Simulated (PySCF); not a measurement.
Do core-level shifts follow atomic charges?

Species: isopropenyl methyl ketone, C5H8O.
Numbering: `[CH2:1]=[C:2]([CH3:3])[C:4]([CH3:5])=[O:6]`

Binding energies: delta-SCF UKS SCAN, pcX-2 on the ionised atom, pcseg-1 elsewhere, spin-free X2C (PySCF 2.14.0). Charges: PBE0/pcSseg-1 ground-state density, for the ionised atom.

```
atom                       environment  C 1s (eV)  Mulliken (e)  IAO (e)  Hirshfeld (e)  ESP (e)
  C1              terminal =CH2 carbon     290.27        +0.012   -0.265         -0.075   -0.472
  C2   fully substituted alkene carbon     290.81        -0.537   -0.046         -0.008   +0.100
  C5  methyl carbon next to a carbonyl     290.89        -0.262   -0.477         -0.124   -0.624
  C3                    allylic carbon     291.07        -0.132   -0.428         -0.117   -0.515
  C4            ketone carbonyl carbon     293.06        +0.244   +0.376         +0.160   +0.649
```

Task: How well does each charge scheme correlate with the binding energies over these sites?

Result: Hirshfeld: r = 0.85, slope 7.8 eV per e; ESP: r = 0.82, slope 1.6 eV per e; IAO: r = 0.80, slope 2.5 eV per e; Mulliken: r = 0.61, slope 2.2 eV per e. Hirshfeld charges have the highest r, on only 5 points.

Task: The point-charge model writes a binding energy as kq + V + constant, with V the potential of the other atoms' charges at the site. What does it give with the ESP charges?

Result: V = Σ 14.40 eV Å × q/r over all other atoms: +6.26 eV at C1, -2.13 eV at C2, +9.52 eV at C5, +7.07 eV at C3, -9.22 eV at C4. Fitting binding energy − V to q gives k = 16.1 eV per e and leaves an rms residual of 0.34 eV, against 0.55 eV for the fit on q alone. The model has no term for differences in relaxation between sites.

Geometry: GFN2-xTB, one conformer, isolated molecule.

Conformer computed: `[CH2:1]=[C:2]([CH3:3])[C:4]([CH3:5])=[O:6]`: C1–C2–C4–C5 -179°.
